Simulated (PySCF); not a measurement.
# Computed data sheet: `C[CH]/N=C/C` [radical]

C4H8N (doublet state).
Cartesian coordinates in Å at the GFN2-xTB level; atoms count from 1:
```xyz
13
C4H8N angstrom
C     -2.374    0.386    0.651
C     -1.177   -0.305    0.121
N      0.018    0.163    0.367
C      1.100   -0.413   -0.083
C      2.431    0.155    0.224
H     -2.949   -0.286    1.290
H     -2.074    1.260    1.221
H     -3.030    0.692   -0.166
H     -1.330   -1.209   -0.478
H      1.058   -1.322   -0.694
H      2.960    0.406   -0.698
H      3.044   -0.574    0.758
H      2.319    1.048    0.831
```

**GFN2-xTB geometry**

| Item | Value |
| --- | --- |
| Point group of the GFN2-xTB geometry | C2v |
| Rotational constants A, B, C of the GFN2-xTB geometry | 26.158, 2.259, 2.134 GHz |

From UKS B3LYP, pcH-1 on C H N, non-relativistic, mean-field spin-orbit, GIAO (PySCF):

| Property | Result |
| --- | --- |
| Isotropic g value | 2.00236 |
| Principal g values | 2.00216, 2.00233, 2.00259 |
| Spin squared ⟨S²⟩ | 0.772 |
| Largest Mulliken spin population | 0.62 on C2/C4 |
| Largest isotropic hyperfine couplings (means over sets of like nuclei) | 13C +61.9 (C2/C4), 1H +51.0 (H6/H7/H8/H11/H12/H13), 1H -39.8 (H9/H10), 13C -22.6 (C1/C5), 14N -13.3 (N3) MHz |

Monoisotopic mass (most abundant isotopes): 70.0657 u.

The rotational constants make it an asymmetric top with κ = (2B − A − C)/(A − C) = -0.99, nearer the prolate limit (−1). g_iso is shifted by about +40 ppm from the free-electron value 2.002319; the principal values span 0.0004. ⟨S²⟩ is 0.022 above the pure-spin value S(S + 1) = 0.75. At 9.50 GHz, hν = g·μB·B₀ (B₀ the magnetic field) puts the centre of the isotropic spectrum, to first order, at 339.0 mT. With B = h/(8π²I), that is 505.379 GHz u Å² over I, the principal moments of inertia are 19.3, 223.7 and 236.8 u Å² (most abundant isotopes).

One conformer (not necessarily the lowest) at the GFN2-xTB geometry, without solvent or vibrations. GFN2-xTB frequencies show an imaginary mode (175i cm⁻¹), so this geometry is no minimum at that level. Hyperfine couplings depend on the geometry, which wasn't re-optimised at a DFT level. The unpaired spin is shared among atoms: the largest Mulliken spin population is 0.62. Couplings of like nuclei are plain means over topologically equivalent atoms, as if these changed places fast (by rotation of a methyl-like group, say); in this geometry the members of some sets differ.
